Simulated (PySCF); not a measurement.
**Atomic charges by several schemes**

Compound: C₅H₇N.
Geometry (PBE0-D3(BJ)/def2-SVP, Å), atoms numbered from 1 in this order:
```
atom  x, y, z in Å
C1     2.1668    0.2239   -0.4975
N2     1.2584   -0.6338   -0.2758
C3     0.0382   -0.2218    0.2357
C4    -1.0441   -1.1065    0.7690
C5    -1.3061   -0.2361   -0.4041
C6    -0.7420    1.0502    0.1125
H7     2.0542    1.3022   -0.2776
H8     3.1199   -0.1072   -0.9305
H9    -1.4975   -0.8660    1.7419
H10   -0.9115   -2.1753    0.5704
H11   -1.5622   -0.5117   -1.4259
H12   -0.3900    1.7637   -0.6422
H13   -1.1843    1.5185    1.0046
```

Density: PBE0/pcSseg-1 (PySCF); schemes: Mulliken, IAO, Hirshfeld and ESP-fitted. Isolated species at its PBE0-D3(BJ)/def2-SVP geometry (one conformer only).

Question: What partial charge does each atom carry?

Answer: In e; atoms taken as equivalent share a row and are averaged (×n: the atom named and its like, n in all):

```tsv
atom	environment	Mulliken	IAO	Hirshfeld	ESP-fitted
C1	imine carbon	-0.020	-0.138	-0.010	+0.093
N2	imine nitrogen	-0.353	-0.241	-0.143	-0.520
C3	sp3 carbon bound to nitrogen	-0.079	+0.096	+0.027	+0.514
C4/C6	three-membered-ring carbon	-0.118	-0.277	-0.078	-0.566
C5	sp3 carbon at a ring junction	-0.167	-0.143	-0.053	+0.005
H7	hydrogen on a C=N carbon	+0.097	+0.108	+0.039	+0.042
H8	hydrogen on a C=N carbon	+0.124	+0.151	+0.051	+0.092
H9/H13	methylene hydrogen	+0.127	+0.134	+0.041	+0.180
H10/H12	methylene hydrogen	+0.131	+0.146	+0.050	+0.209
H11	methine hydrogen	+0.119	+0.160	+0.062	+0.128
```

Mean size of the charges over all atoms: ESP-fitted 0.254 e, IAO 0.166 e, Mulliken 0.132 e, Hirshfeld 0.056 e. Each set sums to the total charge, 0, to within 0.001 e. The ESP scheme is a least-squares fit of atom-centred charges to the potential on four shells outside the van der Waals surface, with the total charge fixed. The Hirshfeld scheme weights the molecular density at each point by an atom's share of the summed free-atom densities.

Some averages cover members that differ in this geometry: C4/C6, Mulliken -0.139 to -0.097; C4/C6, IAO -0.293 to -0.261 e.

Lowest charge. The schemes don't all agree: Mulliken N2 (-0.353); IAO C4/C6 (-0.277); Hirshfeld N2 (-0.143); ESP-fitted C4/C6 (-0.566).

Highest charge. The schemes don't all agree: Mulliken H10/H12 (+0.131); IAO H11 (+0.160); Hirshfeld H11 (+0.062); ESP-fitted C3 (+0.514).

Question: Sum the charges by element, for elements with more than one atom.

Answer: 
```
element  atoms  Mulliken     IAO  Hirshfeld  ESP-fitted
      C      5    -0.502  -0.739     -0.191      -0.520
      H      7    +0.855  +0.980     +0.334      +1.040
```

Question: How closely do the schemes follow one another over all atoms?

Answer: Correlation coefficient and root-mean-square difference: IAO with Hirshfeld 0.94, 0.117 e; Mulliken with Hirshfeld 0.94, 0.093 e; Mulliken with IAO 0.85, 0.093 e; IAO with ESP-fitted 0.84, 0.199 e; Hirshfeld with ESP-fitted 0.84, 0.272 e; Mulliken with ESP-fitted 0.64, 0.255 e.

Question: How many electrons does the IAO scheme count on C1?

Answer: Z − q = 6 − (-0.138) = 6.138.
